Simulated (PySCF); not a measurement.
**NH₃: fields on a plane**

These are results of r2SCAN in PySCF with N def2-TZVP, H def2-TZVP; no relativity; density-fitted integrals, not measurements.

The singlet minimum has N–H 1.014 Å (×3); H–N–H 106.6° (×3).

The plane holds N1 at (0.00, 0.00), H2 at (1.01, 0.00), H3 at (-0.29, 0.97) Å. Columns run from x = -2.25 to 3.45 Å, rows from y = 3.15 (top) to -1.95 Å, in steps of 0.3 Å. Other isomers or separated fragments may lie lower.

Q: Give the electron density (e/Å³) (cut at 5 e/Å³). Lower edges of the bins (e/Å³): '_' 0.000, '.' 0.030, ':' 0.076, '-' 0.151, '=' 0.268, '+' 0.455, '*' 0.750, '#' 1.218, '%' 1.960, '@' 3.136; top 5.00, each point printed twice.

A: 
```
________________________________________
________________________________________
________________________________________
________________________________________
________________________________________
__________..::::....____________________
________..--====--::..__________________
________::==####++--::..________________
______..::++##%%##++==--::..____________
______..--++##%%%%##**++--..____________
______..--++%%@@@@%%%%##++::____________
______..--++%%@@@@%%####++::____________
______..--++##%%%%##**++--..____________
______..::--++**++++==--..______________
________..::------::::..________________
__________..........____________________
________________________________________
________________________________________
```

Q: Give the electrostatic potential (V) (cut at 20 V). Lower edges of the bins (V): '_' -1.27, '.' -1.14, ':' -0.95, '-' -0.63, '=' -0.13, '+' 0.66, '*' 1.92, '#' 3.91, '%' 7.07, '@' 12.07; top 20.0, each point printed twice.

A: 
```
========================================
========================================
============++++========================
========++++++++++++====================
======++++++****++++++==================
======++++**####**++++==================
======++**##@@@@##**++++================
======++**%%@@@@%%**++++++++++==========
========**%%@@@@@@##******++++++========
------==++##@@@@@@@@%%%%##**++++++======
--------++%%@@@@@@@@@@@@@@##**++++======
----::::==##@@@@@@@@@@@@@@##**++++======
--::::..--**@@@@@@@@%%%%##**++++========
--::::....--**######******++++++========
--::::..____::==========++++============
----::..______..::----==================
----::::::......::------================
------::::::::::::------================
```
